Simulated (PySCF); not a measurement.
H3Si, SMILES [SiH3], multiplicity 2.

Geometry: B3LYP-D3(BJ)/def2-TZVPD. The isomer is the one that the SMILES or the coordinates give; other isomers of the formula were not compared.

Level of theory: B3LYP/def2-TZVPD (PySCF).

Gas-phase values at a fixed geometry.

Problem. Estimate the frontier levels, dipole moment and polarisability. (An estimate is asked for; the answer gives what the named calculation found.)

Solution. 
The α spin, highest occupied and lowest empty level is -6.11 and 0.14 eV, the β spin, highest occupied and lowest empty level is -9.70 and -2.97 eV and the dipole moment comes out as 0.06 D. The quadrupole, principal values (traceless, Buckingham form, about the centre of nuclear charge) is -0.30, 0.15, 0.15 D·Å, the mean static polarisability is 35.0 bohr³ (5.18 Å³) and the polarisability, principal values is 34.5, 35.2, 35.2 bohr³. The ⟨S²⟩ is 0.752 (pure state 0.75).
